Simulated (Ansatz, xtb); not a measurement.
## Two isomers of C5H10O

Structure X is `C=C(O)CCC`, a singlet and structure Y is `CC/C=C(/C)O`, a singlet. Both are isolated molecules in the gas phase, relaxed with r2SCAN-D4/def2-SVP, each in the lowest conformer that the search found.

Quicker runs give these differences E(Y) − E(X): GFN2-xTB −1.42 kcal/mol; HF/STO-3G −1.02 kcal/mol (at GFN2-xTB geometries); r2SCAN-D4/def2-SVP//GFN2-xTB −1.61 kcal/mol.

**Question.** Estimate E(Y) − E(X) at the level CCSD(T)/def2-SVP + ΔMP2/def2-TZVPP.

**Answer.** CCSD(T)/def2-SVP + ΔMP2/def2-TZVPP gives E(Y) − E(X) = −0.85 kcal/mol, slightly favouring structure Y, which is too small a margin to settle the true order.

How the difference moves with the method:

```json
{"level": "GFN2-xTB", "geometry": "GFN2-xTB", "E(Y) − E(X) (kcal/mol)": "−1.42", "departure from the last row (kcal/mol)": "−0.57", "job, with rough time for the two": "optimisation, 1.2 s"}
{"level": "HF/STO-3G", "geometry": "GFN2-xTB", "E(Y) − E(X) (kcal/mol)": "−1.02", "departure from the last row (kcal/mol)": "−0.17", "job, with rough time for the two": "single point, 2.7 s"}
{"level": "r2SCAN-D4/def2-SVP//GFN2-xTB", "geometry": "GFN2-xTB", "E(Y) − E(X) (kcal/mol)": "−1.61", "departure from the last row (kcal/mol)": "−0.76", "job, with rough time for the two": "single point, 14 s"}
{"level": "r2SCAN-D4/def2-SVP", "geometry": "r2SCAN-D4/def2-SVP", "E(Y) − E(X) (kcal/mol)": "−1.48", "departure from the last row (kcal/mol)": "−0.63", "job, with rough time for the two": "optimisation, 4.6 min"}
{"level": "HF/def2-SVP", "geometry": "r2SCAN-D4/def2-SVP", "E(Y) − E(X) (kcal/mol)": "−0.09", "departure from the last row (kcal/mol)": "+0.76", "job, with rough time for the two": "part of the CCSD(T) run"}
{"level": "MP2/def2-SVP", "geometry": "r2SCAN-D4/def2-SVP", "E(Y) − E(X) (kcal/mol)": "−1.10", "departure from the last row (kcal/mol)": "−0.25", "job, with rough time for the two": "part of the CCSD(T) run"}
{"level": "CCSD(T)/def2-SVP", "geometry": "r2SCAN-D4/def2-SVP", "E(Y) − E(X) (kcal/mol)": "−0.81", "departure from the last row (kcal/mol)": "+0.04", "job, with rough time for the two": "single point"}
{"level": "CCSD(T)/def2-SVP + ΔMP2/def2-TZVPP", "geometry": "r2SCAN-D4/def2-SVP", "E(Y) − E(X) (kcal/mol)": "−0.85", "departure from the last row (kcal/mol)": "", "job, with rough time for the two": "single point, 5 min"}
```

As drawn, both hold the same kinds of bond in the same numbers. Structure X has 1 methyl group, Y 2.

The largest departure from CCSD(T)/def2-SVP + ΔMP2/def2-TZVPP is that of HF/def2-SVP, 0.76 kcal/mol. The last row adds to CCSD(T) the change of the MP2 difference between the two basis sets, here −0.04 kcal/mol.

With thermal terms from frequencies at re-optimised GFN2-xTB minima (ideal gas, soft modes damped towards free rotors, one conformer each, 298.15 K, 1 atm): the zero-point term adds −0.36 kcal/mol; ΔH is −0.98 and ΔG −1.40 kcal/mol.

The correlated steps freeze 6 core orbitals. Run with Ansatz 0.2.0, xtb 6.7.1; the last row on 2 threads of AMD EPYC (Zen 3) on a shared host.
